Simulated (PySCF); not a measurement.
# PH3: one-bond stretch

Method: PySCF, r2SCAN, basis P def2-TZVP, H def2-TZVP (no relativity, density fitting).

Rigid scan from the singlet minimum (P–H 1.420 Å (×3); H–P–H 92.8° (×3)). Coordinate: the bond from P to the last atom (H) scaled, the rest fixed. Energies in kJ/mol from the minimum.

(1) Predict the curve at 0.92, 0.96, 1.00, 1.05, 1.12, 1.20, 1.35, 1.55, 1.80, 2.20.

## Answers

(1) 
```json
{"scale of one bond": "0.92", "E (kJ/mol)": "15.6", "dipole size (D)": "0.78"}
{"scale of one bond": "0.96", "E (kJ/mol)": "3.5", "dipole size (D)": "0.75"}
{"scale of one bond": "1.00", "E (kJ/mol)": "0.0", "dipole size (D)": "0.72"}
{"scale of one bond": "1.05", "E (kJ/mol)": "4.5", "dipole size (D)": "0.69"}
{"scale of one bond": "1.12", "E (kJ/mol)": "22.4", "dipole size (D)": "0.66"}
{"scale of one bond": "1.20", "E (kJ/mol)": "52.8", "dipole size (D)": "0.65"}
{"scale of one bond": "1.35", "E (kJ/mol)": "121.8", "dipole size (D)": "0.71"}
{"scale of one bond": "1.55", "E (kJ/mol)": "214.5", "dipole size (D)": "–"}
{"scale of one bond": "1.80", "E (kJ/mol)": "311.9", "dipole size (D)": "–"}
{"scale of one bond": "2.20", "E (kJ/mol)": "418.4", "dipole size (D)": "–"}
```

At long bonds a restricted determinant can lie too high, and another spin state can fall below this curve.

Other isomers or separated fragments may lie lower.

The scan took 8.6 s on 2 threads of a shared Arm Neoverse V1 host; the process peaked at 0.71 GiB. Launch command: `OMP_NUM_THREADS=2 python axn.py task.json out`.
